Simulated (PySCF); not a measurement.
Gas-phase reaction: (CH3)2Si + 2 CH3SiH2 ⇌ C4H10 (n-butane) + 3 SiH2, at 2000 K and a standard pressure of 1 bar. Level: HF/def2-TZVP†.

Energies from PySCF, thermal terms from the rigid-rotor harmonic-oscillator model, ideal gas at 1 bar. S°(298 K) at PBE0/def2-TZVP differs from the NASA 1993 table for C4H10 (n-butane) (-9 J/mol/K); whether the harmonic model or the table's entry is off was not settled. † marks an energy on the PBE0/def2-TZVP geometry and frequencies. Open shells (unrestricted): CH3SiH2 (multiplicity 2); the rest are closed-shell singlets. No R ln 2 is added for the mirror-image form of (CH3)2Si. (CH3)2Si, CH3SiH2: computed as isolated molecules; such fragments, hydroxides, amides, oligomers or adducts are transient or little studied in the gas. The harmonic model lacks anharmonicity and excited electronic states, which grow with temperature; levels with a mode under 35 cm⁻¹ are left out. Internal rotation in (CH3)2Si, CH3SiH2, C4H10 (n-butane) is treated as a harmonic vibration of one conformer, which makes the entropy rough.

```json
[
 {"species": "(CH3)2Si", "E (Ha)": "-368.14908", "H(2000 K) − E (kJ/mol)": "463.4", "S°(2000 K) (J/mol/K)": "557.2"},
 {"species": "CH3SiH2", "E (Ha)": "-329.69741", "H(2000 K) − E (kJ/mol)": "348.4", "S°(2000 K) (J/mol/K)": "468.3"},
 {"species": "C4H10 (n-butane)", "E (Ha)": "-157.35604", "H(2000 K) − E (kJ/mol)": "751.7", "S°(2000 K) (J/mol/K)": "672.1"},
 {"species": "SiH2", "E (Ha)": "-290.02582", "H(2000 K) − E (kJ/mol)": "122.9", "S°(2000 K) (J/mol/K)": "293.2"}
]
```
E: electronic energy; H − E holds the zero-point and thermal terms. 1 Ha = 2625.5 kJ/mol.

Problem. Work out ΔH°, ΔS°, ΔG° and log10 K from these numbers.

Solution. 1. ΔE = 1×(-157.35604) + 3×(-290.02582) − 1×(-368.14908) − 2×(-329.69741) = 0.11040 Ha = 289.9 kJ.
2. Δ(H − E) = 1×(751.7) + 3×(122.9) − 1×(463.4) − 2×(348.4) = -39.8 kJ, so ΔH° = 250.1 kJ.
3. ΔS° = 1×(672.1) + 3×(293.2) − 1×(557.2) − 2×(468.3) = 57.9 J/K; the number of gas molecules changes by +1.
4. ΔG° = ΔH° − TΔS° = 250.1 − 2000×(57.9)/1000 = 134.3 kJ.
5. log10 K = −ΔG°/(RT ln 10) = -3.51, with RT ln 10 = 38.29 kJ/mol; at standard pressures the reactants are favoured.
6. A shift of 10 kJ in ΔE would move log10 K by 0.26 here.
7. Lowering the total pressure from 1 bar to 0.01 bar multiplies the mole-fraction quotient K_x = K (p/p°)^(−Δn) by 10^2, which pushes the balance towards the products.
For scale, ΔH°(298 K) is 277 kJ at this level, 236 kJ at ωB97M-V/def2-TZVP†, and runs from 10 to 331 kJ over the 18 levels computed.
